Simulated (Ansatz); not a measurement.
Cost and result for the atomization energy of `F/C=C(/F)CF` (9 atoms, 8 bonds).

Cartesian coordinates in Å:
```
F -0.966 -0.022 1.843
C -0.310 -0.869 1.050
C 0.201 -0.472 -0.105
F 0.839 -1.380 -0.857
C 0.166 0.893 -0.670
F -0.631 0.935 -1.799
H -0.238 -1.878 1.433
H 1.173 1.203 -0.964
H -0.235 1.590 0.069
```

The species carries charge 0 and has multiplicity 1. The geometry is a stationary point of PBE0-D4/def2-TZVP. It is one conformer, not always the lowest. Program: Ansatz. All runs use 4 threads of a server CPU on a shared host. Times are those of one run each, without the atoms' runs, and a repeat can differ threefold. Electronic energies, without spin–orbit coupling; frozen cores. CCSD(T)/CBS adds CCSD(T) − MP2 in def2-TZVPP to the MP2 limit, and its time is that of the two runs behind it. T1 = 0.012. B3LYP takes the VWN-RPA correlation (the form of Gaussian; ORCA's B3LYP/G).

CCSD(T)/CBS is a level of theory with its own doubt, some kJ/mol a heavy atom from the limit and from the frozen cores, so smaller differences don't rank the functionals.

```csv
level,functions,wall time
PBE-D4/def2-TZVPP (with forces),228,1.1 s
PBE0-D4/def2-TZVPP,228,1.1 s
r2SCAN-D4/def2-TZVPP (with forces),228,1.6 s
B3LYP-D4/def2-TZVPP (with forces),228,1.8 s
B2PLYP/def2-TZVPP,228,2.2 s
ωB97X-V/def2-TZVPP,228,2.5 s
ωB97M-V/def2-TZVPP (with forces),228,3.5 s
MP2/def2-QZVPP,432,9.5 s
CCSD(T)/def2-TZVPP,228,34 s
CCSD(T)/CBS(def2),–,44 s
```

**Question.** What atomization energy does each give, and how far from CCSD(T)/CBS? (Estimate.)

**Answer.** The calculation gave: 
```json
{"level": "PBE-D4/def2-TZVPP (with forces)", "atomization (kcal/mol)": "919.0", "difference from CCSD(T)/CBS": "41.3", "per bond": "5.2"}
{"level": "PBE0-D4/def2-TZVPP", "atomization (kcal/mol)": "888.1", "difference from CCSD(T)/CBS": "10.4", "per bond": "1.3"}
{"level": "r2SCAN-D4/def2-TZVPP (with forces)", "atomization (kcal/mol)": "885.1", "difference from CCSD(T)/CBS": "7.4", "per bond": "0.9"}
{"level": "B3LYP-D4/def2-TZVPP (with forces)", "atomization (kcal/mol)": "878.5", "difference from CCSD(T)/CBS": "0.8", "per bond": "0.1"}
{"level": "B2PLYP/def2-TZVPP", "atomization (kcal/mol)": "871.1", "difference from CCSD(T)/CBS": "-6.6", "per bond": "-0.8"}
{"level": "ωB97X-V/def2-TZVPP", "atomization (kcal/mol)": "881.3", "difference from CCSD(T)/CBS": "3.6", "per bond": "0.4"}
{"level": "ωB97M-V/def2-TZVPP (with forces)", "atomization (kcal/mol)": "882.7", "difference from CCSD(T)/CBS": "5.0", "per bond": "0.6"}
{"level": "MP2/def2-QZVPP", "atomization (kcal/mol)": "897.9", "difference from CCSD(T)/CBS": "20.2", "per bond": "2.5"}
{"level": "CCSD(T)/def2-TZVPP", "atomization (kcal/mol)": "854.2", "difference from CCSD(T)/CBS": "-23.5", "per bond": "-2.9"}
{"level": "CCSD(T)/CBS(def2)", "atomization (kcal/mol)": "877.7", "difference from CCSD(T)/CBS": "0.0", "per bond": "0.0"}
```

The D4 term adds +5.3 kcal/mol with B3LYP and +2.8 kcal/mol with PBE0; it sums over pairs of atoms, weighted by their polarisabilities, and B3LYP, whose exchange is more repulsive, gets the larger term. In def2-TZVPP, CCSD(T) changes the Hartree–Fock value by +238.4 kcal/mol (the triples alone add +17.5 kcal/mol) and MP2 by +268.2 kcal/mol; breaking electron pairs costs correlation energy, which Hartree–Fock lacks. From PBE to PBE0 (25 % exact exchange), in def2-TZVPP and without D4, the atomization energy moves by −30.4 kcal/mol: exact exchange takes away binding that semilocal exchange gives to molecules.
